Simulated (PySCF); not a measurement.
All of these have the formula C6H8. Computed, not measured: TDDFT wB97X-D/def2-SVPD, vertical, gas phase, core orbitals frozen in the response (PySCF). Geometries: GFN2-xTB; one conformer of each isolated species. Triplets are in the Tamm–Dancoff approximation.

A. `C1C(/C=1C)=C\C`
B. `C1=C[C@@H]2C[C@@H]2C1`
C. `C1[C@H]2C[C@H]3[C@@H]1[C@@H]23`

Lowest singlet levels (six at most, fewer where fewer were computed) with oscillator strengths:

1. 4.63 eV (f 0.027); 5.61 eV (f 0.002); 6.39 eV (f 0.000); 6.46 eV (f 0.007); 6.74 eV (f 0.009); 7.04 eV (f 0.004); T1 3.53 eV
2. 7.46 eV (f 0.008); 7.79 eV (f 0.004); 7.96 eV (f 0.009); 8.01 eV (f 0.003); 8.17 eV (f 0.004); 8.46 eV (f 0.007); T1 7.40 eV
3. 6.45 eV (f 0.142); 6.93 eV (f 0.013); 7.42 eV (f 0.018); 7.63 eV (f 0.021); 7.74 eV (f 0.004); 7.93 eV (f 0.007); T1 4.26 eV

Question: Match each spectrum to its molecule.

Answer: 1 = A, 2 = C, 3 = B.
- A: S1 at 4.63 eV, HOMO→LUMO (98%); Löwdin shares by element: HOMO carbon 82% or more (atoms not listed hold the other 18%); LUMO carbon 77% or more, hydrogen 9% or more; HOMO -7.30 and LUMO 1.77 eV; point group Cs, 1 of its 6 listed states under f = 0.0005.
- B: S1 at 6.45 eV, HOMO→LUMO (94%); Löwdin shares by element: HOMO carbon 77% or more (atoms not listed hold the other 23%); LUMO carbon 65% or more, hydrogen 6% or more (atoms not listed hold the other 29%); HOMO -8.44 and LUMO 2.24 eV.
- C: S1 at 7.46 eV, HOMO→LUMO (85%), HOMO→LUMO+1 (8%); Löwdin shares by element: HOMO carbon 74% or more (atoms not listed hold the other 26%); LUMO carbon 37% or more (atoms not listed hold the other 63%); HOMO -8.99 and LUMO 2.58 eV; point group Cs.
